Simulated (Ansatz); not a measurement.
Gas-phase electronic energies from Ansatz, PBE0-D4/def2-TZVP geometries. CCSD(T)/CBS adds triple-zeta CCSD(T) − MP2 to the extrapolated MP2 energy (def2 sets, frozen cores). This one scheme is used for every species. Functionals use def2-TZVPP. Each species was taken in one conformer, which may not be the lowest.

`CC[SiH3]` + `CCS` → `CCSCC` + SiH₄  (substitution at a C–Si bond)

```
   species  LDA (SPW92) energy (Eh)
`CC[SiH3]`               -368.58914
     `CCS`               -475.91156
   `CCSCC`               -553.82062
      SiH₄               -290.66972
```

**Question.** Work out ΔE.

**Answer.** ΔE = (-553.82062) + (-290.66972) − (-368.58914) − (-475.91156) = 0.01036 Eh = +27.2 kJ/mol. CCSD(T)/CBS gives +29.8 kJ/mol.

Largest T1 diagnostic among the species: 0.011.

The D4 term adds −6.0 kJ/mol with B3LYP and −3.6 kJ/mol with PBE0; it sums over pairs of atoms, weighted by their polarisabilities, and B3LYP, whose exchange is more repulsive, gets the larger term. In def2-TZVPP, CCSD(T) changes the Hartree–Fock value by −6.3 kJ/mol (the triples alone add −2.4 kJ/mol) and MP2 by −8.1 kJ/mol. Leaving LDA and LC-ωPBE aside and taking each functional with its dispersion term where it has one, the values, not all of them listed here, spread over 6.3 kJ/mol, from revPBE-D4 to B2PLYP. LDA lies −5.8 kJ/mol from PBE without D4.

B3LYP here is the variant with VWN-RPA as its local correlation; programs differ in this.
